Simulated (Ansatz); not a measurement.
Geometry optimisation, UKS PBE-D4/def2-SVP in Ansatz.

input.yaml

```yaml
crystal:
  periodic: [false, false, false]
  atoms:
    - { symbol: B, position_ang: [-0.69933, -0.13473, -0.3452] }
    - { symbol: B, position_ang: [0.61526, 0.47025, 0.16292] }
    - { symbol: O, position_ang: [0.20308, -0.81121, 0.44066] }
    - { symbol: H, position_ang: [-0.03648, -1.74237, 0.67657] }
    - { symbol: H, position_ang: [1.58754, 0.99613, 0.50778] }
magnetization:
  spin_polarized: true
basis:
  gaussian: { orbitals: def2-SVP }
hamiltonian:
  xc: pbe
  dispersion: d4
relax:
  f_tol: 0.02
  max_steps: 50
```

Launched with:

```bash
$ ansatz run input.yaml --threads 1 --pin off --max-ram 2048MiB --backend cpu --events-out ev --progress --plain --runs-dir out
```

**Question.** Where does it end, and by what steps?

**Answer.** The forces met the threshold. After 15 steps the energy has fallen by 1.746 eV; B1 moved furthest, 1.13 Å. Parted: B1–O3.

```json
{"step": "0", "energy less start (eV)": "0.0000", "largest force component (eV/Å)": "5.158", "accepted": "yes"}
{"step": "1", "energy less start (eV)": "-0.5150", "largest force component (eV/Å)": "2.699", "accepted": "yes"}
{"step": "2", "energy less start (eV)": "-0.8438", "largest force component (eV/Å)": "0.604", "accepted": "yes"}
{"step": "3", "energy less start (eV)": "-0.9263", "largest force component (eV/Å)": "0.486", "accepted": "yes"}
{"step": "4", "energy less start (eV)": "-1.0060", "largest force component (eV/Å)": "1.294", "accepted": "yes"}
{"step": "5", "energy less start (eV)": "-1.1645", "largest force component (eV/Å)": "0.720", "accepted": "yes"}
{"step": "6", "energy less start (eV)": "-1.2271", "largest force component (eV/Å)": "1.292", "accepted": "yes"}
{"step": "7", "energy less start (eV)": "-1.3490", "largest force component (eV/Å)": "1.716", "accepted": "yes"}
{"step": "8", "energy less start (eV)": "-1.5796", "largest force component (eV/Å)": "1.046", "accepted": "yes"}
{"step": "9", "energy less start (eV)": "-1.6660", "largest force component (eV/Å)": "1.163", "accepted": "yes"}
{"step": "10", "energy less start (eV)": "-1.6774", "largest force component (eV/Å)": "0.888", "accepted": "yes"}
{"step": "11", "energy less start (eV)": "-1.7102", "largest force component (eV/Å)": "0.644", "accepted": "yes"}
{"step": "12", "energy less start (eV)": "-1.7416", "largest force component (eV/Å)": "0.156", "accepted": "yes"}
{"step": "13", "energy less start (eV)": "-1.7456", "largest force component (eV/Å)": "0.028", "accepted": "yes"}
{"step": "14", "energy less start (eV)": "-1.7457", "largest force component (eV/Å)": "0.023", "accepted": "yes"}
{"step": "15", "energy less start (eV)": "-1.7458", "largest force component (eV/Å)": "0.001", "accepted": "yes"}
```

```xyz
5
Properties=species:S:1:pos:R:3
B -0.841 0.878 -0.831
B 0.286 0.040 0.147
O 0.101 -1.247 0.557
H 0.836 -1.575 1.108
H 1.288 0.682 0.462
```

Run time: 38 s on 1 thread of Intel(R) Xeon(R) Platinum 8488C (Sapphire Rapids), with other jobs on the host, peak memory 0.12 GiB.
